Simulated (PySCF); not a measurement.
Peak assignment

Geometry:
```json
{"atom": "C1", "x (Å)": "1.894", "y (Å)": "0.101", "z (Å)": "-0.006"}
{"atom": "C2", "x (Å)": "0.648", "y (Å)": "-0.276", "z (Å)": "-0.001"}
{"atom": "C3", "x (Å)": "-0.622", "y (Å)": "-0.631", "z (Å)": "0.001"}
{"atom": "C4", "x (Å)": "-1.719", "y (Å)": "0.357", "z (Å)": "-0.136"}
{"atom": "O5", "x (Å)": "-1.573", "y (Å)": "1.545", "z (Å)": "-0.263"}
{"atom": "H6", "x (Å)": "2.459", "y (Å)": "0.166", "z (Å)": "-0.942"}
{"atom": "H7", "x (Å)": "2.406", "y (Å)": "0.369", "z (Å)": "0.924"}
{"atom": "H8", "x (Å)": "-0.897", "y (Å)": "-1.686", "z (Å)": "0.109"}
{"atom": "H9", "x (Å)": "-2.740", "y (Å)": "-0.100", "z (Å)": "-0.113"}
```

All values are calculated (PySCF): couplings computed with B3LYP/pcJ-1, shielding tensors at PBE0/pcSseg-1 (GIAO), geometry: PBE0-D3(BJ)/def2-SVP. One conformer, non-relativistic Hamiltonian, gas phase, fast rotation and ring inversion assumed for equivalent nuclei.

δ = σ(ref) − σ, references computed at the same level: $^{13}$C (184.41 ppm) and $^{1}$H (31.27 ppm) against TMS.

Question: Assign these signals to the numbered atoms. $^{13}$C{$^{1}$H} NMR (computed): δ 231.8 (C), 189.1 (CH), 96.4 (CH), 83.9 (CH2).

Answer: 
| δ (ppm) | atoms | environment | reason |
| --- | --- | --- | --- |
| 231.8 | C2 | central carbon of an allene | the central sp carbon of an allene is among the most deshielded carbons of hydrocarbons |
| 189.1 | C4 | aldehyde carbonyl carbon | the double bond to the heteroatom, with no lone-pair donor beside it, deshields it most |
| 96.4 | C3 | terminal carbon of a cumulated C=C=C unit | – |
| 83.9 | C1 | terminal carbon of a cumulated C=C=C unit | – |

Question: Assign these signals to the numbered atoms. $^{1}$H NMR (500 MHz, computed): δ 9.38 (s, 1H), 5.87 (t, J = 8.5 Hz, 1H), 5.51 (d, J = 8.5 Hz, 2H).

Answer: 
9.38 → H9, hydrogen on an aldehyde carbonyl carbon: the formyl region, downfield of aromatic protons
5.87 → H8, hydrogen on a terminal carbon of a cumulated C=C=C unit: olefinic region
5.51 → H6/H7, hydrogen on a terminal carbon of a cumulated C=C=C unit

Multiplet labels drop couplings under 1 Hz and merge nearly equal ones. Unscaled 3J(H,H) at this level run about 10 % above measured values. Shifts are as computed. Against solution values, carbons near 30 ppm lie about +2 ppm off and those near 130 ppm about +5 ppm. Of 1211 compounds with measured shifts, 218 miss one by over three times the rms of a fit or turn the order of signals round; such compounds aren't used in these exercises.
